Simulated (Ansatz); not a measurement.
The input, for Ansatz 0.2.0:

```yaml
crystal:
  periodic: [false, false, false]
  atoms:
    - {symbol: C, position_ang: [0.000000, -0.159533, 1.214848]}
    - {symbol: Cl, position_ang: [0.000000, 0.028656, -0.456279]}
    - {symbol: H, position_ang: [0.000000, 0.893064, 1.572802]}
basis:
  gaussian: {orbitals: cc-pVDZ}
magnetization: {spin_polarized: true, initial_magnetization: 0}
hamiltonian: {xc: hf}
output: {orbitals: {seedname: orbitals}}
```

```sh
$ ansatz run in.yaml --threads 1 --pin off --events-out ev --progress --plain --max-ram 2816MiB --backend cpu
```

Question: Roughly how long does this take on 1 thread of AMD EPYC 7R13, shared host, and how much host memory?

Answer: 0.34 s wall and 0.19 GiB.

```
374 factors; integrals over basis functions are off by at most 1.7e-3 eV
mean field evaluation 1: about -13545.9521 eV, gradient 8.0e0 eV
mean field evaluation 2: about -13545.9908 eV, gradient 8.1e0 eV
mean field evaluation 4: about -13546.5279 eV, gradient 1.2e0 eV
mean field evaluation 8: about -13546.5540 eV, gradient 4.4e-2 eV
mean field evaluation 16: about -13546.7342 eV, gradient 1.9e0 eV
mean field evaluation 32: about -13546.5540 eV, gradient 6.0e-5 eV
mean field -13546.84778587 eV, -497.8374737474 hartree, gradient 2.4e-5 eV, S^2 0.598284; 2 other end points of the search recorded, 0 dependent functions left out
reference -13546.84778587 eV, -497.8374737474 hartree; 12, 12 occupied and 25, 25 virtual orbitals, 374 factors
Total energy: -13546.84778587 eV, -497.8374737474 hartree
```
